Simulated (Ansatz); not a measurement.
## Rhodium, fcc: convergence with Methfessel-Paxton smearing

Computed with Ansatz, LDA, scalar-relativistic PAW, on the relaxed cell (a = 3.755 Å; spin not included). Errors count from a run at 420 eV on a Γ-centred 24×24×24 mesh with Fermi-Dirac smearing of 0.1 eV, extrapolated to zero width. Fixed here: cutoff 420 eV, mesh 14×14×14. The SCF starts from atomic densities corrected by a trained network.

| width (eV) | E(σ→0) error (meV/atom) | F error (meV/atom) | P (GPa) | SCF iterations |
| --- | --- | --- | --- | --- |
| 0.01 | 1.1 | 1.1 | -0.42 | 6 |
| 0.03 | 1.1 | 1.1 | -0.43 | 6 |
| 0.1 | 1.0 | 0.8 | -0.41 | 6 |
| 0.2 | 0.0 | 0.3 | -0.46 | 6 |
| 0.6 | 6.2 | 5.4 | -0.27 | 6 |
| 1.0 | 6.8 | -5.9 | 0.57 | 6 |

Question: What does the run at 0.3 give (width)?

Answer: E(σ→0) error (meV/atom): 0.3; F error (meV/atom): 1.9; P (GPa): -0.54; SCF iterations: 6.
